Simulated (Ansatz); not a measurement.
**CaGeBr: from a trial structure to a relaxed crystal**

The calculation used DFT PBE, scalar-relativistic, plane waves, PAW in Ansatz 0.2.0.

CaGeBr was placed on the sites of a reported AlClO cell (Pmmn, No. 59), with Ca in place of Al, Ge in place of Cl, Br in place of O, at a guessed volume.

Input of the last, converged step (default PAW datasets):

```yaml
crystal:
  lattice:
    - [3.907023854, 0.0, 0.0]
    - [0.0, 4.994851028, 0.0]
    - [0.0, 0.0, 8.7733072223]
  atoms:
    - { symbol: Ca, position: [0.0, 0.5, 0.2135278948] }
    - { symbol: Ca, position: [0.5, 0.0, 0.7864721052] }
    - { symbol: Ge, position: [0.5, 0.5, 0.4908256032] }
    - { symbol: Ge, position: [0.0, 0.0, 0.5091743968] }
    - { symbol: Br, position: [0.5, 0.5, 0.9353708495] }
    - { symbol: Br, position: [0.0, 0.0, 0.0646291505] }
basis:
  ecutwfc: 420
kpoints:
  mp_grid: { grid: [10, 8, 4] }
hamiltonian:
  xc: pbe
scf:
  occupations: { method: gaussian, width: 0.1 }
output:
  forces: true
  stress: true
  eigenvalues: true
relax:
  adjacent_minimum: "off"
  f_tol: 0.01
  max_steps: 80
  cell: { stress_tol: 0.05 }
```

Launched as:

```bash
ansatz run input.yaml --threads 1 --pin off --max-ram 2560MiB --backend cpu --events-out ev --progress --plain --runs-dir out
```

The run took 4.9 min on 1 thread of Arm Neoverse V2 (shared host), peak memory 0.69 GiB.

The program printed at the end:

```
SCF converged after 8 iterations
Free energy (F): -17795.140303 eV
Harris-Foulkes:  -17795.140303 eV  (|F-HF|=3.64e-12)
Internal energy: -17795.126300 eV  (E = F + TS)
E sigma→0 (E₀):  -17795.133302 eV
Entropy (-TS):   -0.014003 eV (-2.334 meV/atom)
Fermi energy:    6.141921 eV
--- Per-component energies (eV) ---
  E_band       = -680.689031
  E_kinetic    = 1042.398197
  E_local      = -7590.476090  (includes V_loc(G=0)·N_el)
  E_nonlocal   = 1098.702191
  E_hartree    = 3106.410864
  E_xc         = -953.785464
  E_vxc        = -677.255654  (∫ρ·V_xc dr)
  E_paw        = -10243.491334  (= ΣΔE_a)
  E_vpaw       = -766.880236  (= ΣTr[D̂ρ^β])
  E_aug_tail   = 0.000566  (compensation charges beyond the density's cutoff)
  E_ewald      = -4254.885232
  E_smearing   = -0.014003  (= −TS)
  E_closure    =  0.000000  (closes the sum)
  Σ components = -17795.140303   (vs F -17795.140303, Δ=0.00e0)
--- Forces (eV/Å), atoms counted from 1 ---
  atom   1  Ca     0.00000000     0.00000000     0.00062331
  atom   2  Ca     0.00000000     0.00000000    -0.00062331
  atom   3  Ge     0.00000000     0.00000000     0.00104359
  atom   4  Ge     0.00000000     0.00000000    -0.00104359
  atom   5  Br     0.00000000     0.00000000     0.00006771
  atom   6  Br     0.00000000     0.00000000    -0.00006771
  max |Σ_I F_I| component: 2.17e-19 eV/Å
--- Stress (GPa, compression-positive) ---
       -0.013302       0.000000       0.000000
        0.000000      -0.025309       0.000000
        0.000000       0.000000      -0.038014
  P = ⅓ Tr σ = -0.0255 GPa (-0.255 kbar)
--- Relaxed structure (9 steps of the walk, 9 accepted, 1 SCFs on fresh bases) ---
  F+E_penalty+E_count = -17795.14030300 eV   max|allowed force component| = 1.044e-3 eV/Å   (the final SCF, on the basis selected at the relaxed cell)
  cell:  # Å, volume = 172.6944 Å³
    - [4.074943, 0.000000, 0.000000]
    - [0.000000, 4.854137, 0.000000]
    - [0.000000, 0.000000, 8.730611]
  atoms:
    - { symbol: Ca, position: [0.000000, 0.5, 0.220134] }
    - { symbol: Ca, position: [0.500000, 0.000000, 0.779866] }
    - { symbol: Ge, position: [0.500000, 0.5, 0.498968] }
    - { symbol: Ge, position: [0.000000, 0.000000, 0.501032] }
    - { symbol: Br, position: [0.500000, 0.5, 0.941437] }
    - { symbol: Br, position: [0.000000, 0.000000, 0.058563] }
```

Total energies depend on the potentials used, so only differences within one code and one set of settings carry meaning.

The result has space group Pmmn (No. 59). Ca has 2 Br at 2.81 Å, 2 Br at 3.17 Å, 2 Ge at 3.17 Å and 2 Ge at 3.45 Å (next Ca at 4.07 Å); Ge has 4 Ge at 3.17 Å, 2 Ca at 3.17 Å, 2 Ca at 3.45 Å, 1 Br at 3.86 Å and 2 Ge at 4.07 Å (next Ge at 4.85 Å); Br has 2 Ca at 2.81 Å, 2 Ca at 3.17 Å and 4 Br at 3.33 Å (next Ge at 3.86 Å).

Against the elements it lies at -0.85 eV/atom. Energies over the elements count from the elements' standard structures at the same level, with no empirical corrections.

The k mesh leaves about 4 meV/atom of noise in metals.

A structure relaxed within its symmetry needn't be a true minimum.